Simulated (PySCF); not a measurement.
**Basis-set dependence of SiCl⁻ at MP2**

PySCF, UHF reference; triplet, unpaired electrons π ↑↑; De to Si + Cl⁻ without counterpoise correction. Frozen cores follow the default of each basis and core potential.

| basis | relativity | functions | Re (Å) | ωe (cm⁻¹) | De (eV) | frozen orbitals |
| --- | --- | --- | --- | --- | --- | --- |
| def2-SVPD | no relativity | 51 | 2.338 | 316 | 1.56 | 10 |
| aug-pcseg-1 | no relativity | 54 | 2.301 | 330 | 1.73 | 10 |
| def2-TZVPPD | no relativity | 99 | 2.254 | 360 | 1.92 | 10 |

How does each smaller set differ from the one with most functions, def2-TZVPPD?

def2-SVPD: +8.4 pm, -12.2 % in ωe, -0.36 eV in De; aug-pcseg-1: +4.7 pm, -8.3 % in ωe, -0.19 eV in De. All at MP2; the set with most functions is neither the basis-set limit nor always the best.

Correlated steps freeze 10 core orbitals. Correlated levels converge slowly with the basis: in double zeta they bind strong bonds too weakly, by up to about 1 eV, and carry superposition errors of some tenths. For an ion De counts to the pair picked by the measured ionisation energies or electron affinities, which need not be the lowest pair at this level. The state is the lowest determinant that a PBE0 search found; another state may lie lower at other levels.
